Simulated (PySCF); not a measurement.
Computed with PySCF and rigid-rotor harmonic-oscillator thermochemistry at 1 bar. The comparison is the NASA 1993 polynomial table, which mixes measured and estimated data. 6-31G* has spherical d functions here. All species are closed-shell singlets. The harmonic model lacks anharmonicity and excited electronic states, which grow with temperature; levels with a mode under 35 cm⁻¹ are left out. The table's entry may be an old estimate for CH3CN (not checked at source).

Harmonic frequencies at HF/6-31G* (cm⁻¹): 425, 425, 975, 1175, 1175, 1564, 1618, 1618, 2622, 3234, 3315, 3315. Point group C3v; S°(298 K) = 240.8 J/mol/K at this level.

Problem. Work out Cp and S° of gaseous CH3CN at 500, 800, 1200, 1600, 2000 K from these, and set them beside the table.

Solution. 
```json
[
 {"T (K)": "500", "Cp HF/6-31G*": "65.2", "Cp table": "69.4", "S° HF/6-31G*": "270.1", "S° table": "274.5"},
 {"T (K)": "800", "Cp HF/6-31G*": "84.3", "Cp table": "89.0", "S° HF/6-31G*": "305.1", "S° table": "311.8"},
 {"T (K)": "1200", "Cp HF/6-31G*": "101.3", "Cp table": "104.9", "S° HF/6-31G*": "342.8", "S° table": "351.2"},
 {"T (K)": "1600", "Cp HF/6-31G*": "111.7", "Cp table": "114.6", "S° HF/6-31G*": "373.4", "S° table": "382.8"},
 {"T (K)": "2000", "Cp HF/6-31G*": "118.0", "Cp table": "120.7", "S° HF/6-31G*": "399.1", "S° table": "409.1"}
]
```
Units J/mol/K.
